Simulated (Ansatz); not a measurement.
Reaction (SMILES): C#C (C2H2) → 2 C atom + 2 H atom
B3LYP-D3(BJ)/def2-TZVP geometries, fixed; electronic energies without zero-point terms.

Basis-set convergence of the atomisation energy at CCSD(T) with Ansatz (a program for electronic structure). Cartesian d functions, on some or all atoms, in 6-31G*, 6-31+G*; all else is spherical. Cores are frozen. Open shells are unrestricted. No added dispersion term, no relativity. Functions are those of the species that has most. Reference: Hartree-Fock in aug-cc-pVQZ plus the correlation part extrapolated as X^-3 from aug-cc-pVTZ and aug-cc-pVQZ, 403.26 kcal/mol, itself unsure by roughly 1.37 kcal/mol (a third of the extrapolation step and of the last Hartree-Fock step). Deviations are taken from unrounded values.

| basis | functions | atomisation energy (kcal/mol) |
|---|---|---|
| 6-31G* | 34 | 370.79 |
| 6-31+G* | 42 | 369.59 |
| cc-pVDZ | 38 | 369.73 |
| aug-cc-pVDZ | 64 | 370.55 |
| def2-SVP | 38 | 386.60 |
| def2-SVPD | 56 | 386.43 |
| pcseg-1 | 38 | 379.53 |
| aug-pcseg-1 | 64 | 379.11 |
| 6-311G** | 48 | 380.11 |
| 6-311+G** | 56 | 380.01 |
| def2-TZVP | 74 | 390.50 |
| def2-TZVPD | 92 | 390.93 |
| cc-pVTZ | 88 | 392.94 |
| aug-cc-pVTZ | 138 | 394.43 |
| pcseg-2 | 88 | 395.66 |
| aug-pcseg-2 | 138 | 396.43 |
| def2-TZVPP | 90 | 393.53 |
| def2-TZVPPD | 108 | 393.75 |
| cc-pVQZ | 170 | 399.20 |
| aug-cc-pVQZ | 252 | 399.82 |
| def2-QZVPP | 174 | 399.34 |
| def2-QZVPPD | 192 | 399.36 |

What the diffuse functions change, pair by pair:
- 6-31G* to 6-31+G*: 8 more functions, deviation -32.47 to -33.66 kcal/mol
- cc-pVDZ to aug-cc-pVDZ: 26 more functions, deviation -33.53 to -32.71 kcal/mol
- def2-SVP to def2-SVPD: 18 more functions, deviation -16.66 to -16.83 kcal/mol
- pcseg-1 to aug-pcseg-1: 26 more functions, deviation -23.73 to -24.15 kcal/mol
- 6-311G** to 6-311+G**: 8 more functions, deviation -23.15 to -23.25 kcal/mol
- def2-TZVP to def2-TZVPD: 18 more functions, deviation -12.76 to -12.32 kcal/mol
- cc-pVTZ to aug-cc-pVTZ: 50 more functions, deviation -10.32 to -8.83 kcal/mol
- pcseg-2 to aug-pcseg-2: 50 more functions, deviation -7.60 to -6.83 kcal/mol
- def2-TZVPP to def2-TZVPPD: 18 more functions, deviation -9.73 to -9.51 kcal/mol
- cc-pVQZ to aug-cc-pVQZ: 82 more functions, deviation -4.06 to -3.43 kcal/mol
- def2-QZVPP to def2-QZVPPD: 18 more functions, deviation -3.92 to -3.89 kcal/mol

Leaving out the reference's own pair, they bring the value nearer the reference by more than 1.37 kcal/mol in 1 of 10 pairs.
